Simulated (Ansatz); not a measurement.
A calculation with Ansatz (development build ahead of 0.2.0).

```yaml
crystal:
  periodic: [false, false, false]
  atoms:
    - { symbol: C, position_ang: [0.06097, -0.07071, -1.25419] }
    - { symbol: C, position_ang: [-0.0536, 0.04789, -0.06953] }
    - { symbol: C, position_ang: [-0.03085, -0.02634, 1.1986] }
basis:
  gaussian: { orbitals: def2-SVP }
hamiltonian:
  xc: hf
output:
  forces: true
```

The input is written out in the form of the current development build from the run's settings.

Results

```
Converged    : yes
Total energy : -113.24654 hartree
```

Forces (eV/Å):
| atom | Fx | Fy | Fz |
| --- | --- | --- | --- |
| C1 | 0.782 | -0.796 | -8.501 |
| C2 | -0.762 | 0.801 | 7.546 |
| C3 | -0.020 | -0.005 | 0.955 |
